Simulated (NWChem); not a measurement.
System: sulfur dioxide (SO₂); SMILES S(=O)=O

```xyz
3

O      1.2504     0.0000     0.3713
S      0.0000     0.0000    -0.3713
O     -1.2504     0.0000     0.3713
```
Atoms are numbered in this order, from 1.

The geometry was optimised at PBE0/def2-SVP.

Symmetry labels are those of C2v in the frame above (b1 and b2, or b-type labels, depend on it).

Task: List the 4 lowest vertical singlet excitations from LDA (Slater exchange, VWN5)/def2-SVP, full TDDFT (NWChem).

Result: 
```csv
state,energy (eV),oscillator strength,symmetry,leading excitation (squared amplitude)
S1,3.88,0.005,b2,HOMO → LUMO (1.00)
S2,4.22,0.000,a2,HOMO−1 → LUMO (1.00)
S3,6.49,0.050,b1,HOMO−2 → LUMO (0.87)
S4,7.89,0.000,a2,HOMO−3 → LUMO (1.00)
```
